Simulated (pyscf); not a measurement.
Optimised with ωB97X-D3(BJ)/def2-SVP in PySCF.

Problem. For the elementary gas-phase step H₃C–O–O• (SMILES CO[O]) + CH₄ (SMILES C) → H₃C–O–OH (SMILES COO) + CH₃• (SMILES [CH3]) (doublet surface; C–H broken, H–O formed), what barrier and reaction energy does ωB97M-D3(BJ)/def2-TZVP give, measured from the separated reactants?

Solution. ΔE‡ = 29.2 kcal/mol, ΔE = +24.3 kcal/mol. Zero-point energy shifts the barrier by -2.9 kcal/mol. It is a hydrogen abstraction, with an imaginary mode of 1800i cm⁻¹. H₃C–O–O• lies 49.2 kcal/mol over its isomer HO–CH•–OH (electronic energy, ωB97M-D3(BJ)). H₃C–O–OH lies 63.6 kcal/mol over its isomer HO–CH₂–OH (electronic energy, ωB97M-D3(BJ)). This is the saddle that the search found; another between the same sides may lie lower. The angle at the transferred H is 174°.
